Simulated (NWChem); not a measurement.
# Which level was it?

The species is C2H6Si (9 atoms), meant as a singlet with charge 0. SMILES: `C=C[SiH3]`. The shape is that of a PBE0-D4/def2-TZVP optimisation.

```xyz
9

C    -0.7137    0.8702   -1.0483
C    -0.0713    0.7125    0.1056
Si    0.5606   -0.9320    0.7001
H    -0.9057    0.0330   -1.7139
H    -1.0767    1.8386   -1.3815
H     0.0894    1.5920    0.7276
H     2.0358   -0.8939    0.8938
H     0.2234   -1.9724   -0.3073
H    -0.0532   -1.2943    2.0067
```

A calculation with NWChem 7.3.0 gave:

```yaml
total_energy: -368.5509 Eh
dipole_moment: 0.66 D
largest_force: 0.940 eV/Å
```

Q: Which of these levels gave the numbers?
A. HF/6-311+G**
B. PBE/6-311+G**
C. MP2/6-311+G**
D. CCSD(T)/6-311+G**

A: C. The others give -368.1590 Eh (HF/6-311+G**), -368.6117 Eh (CCSD(T)/6-311+G**), -369.0360 Eh (PBE/6-311+G**).
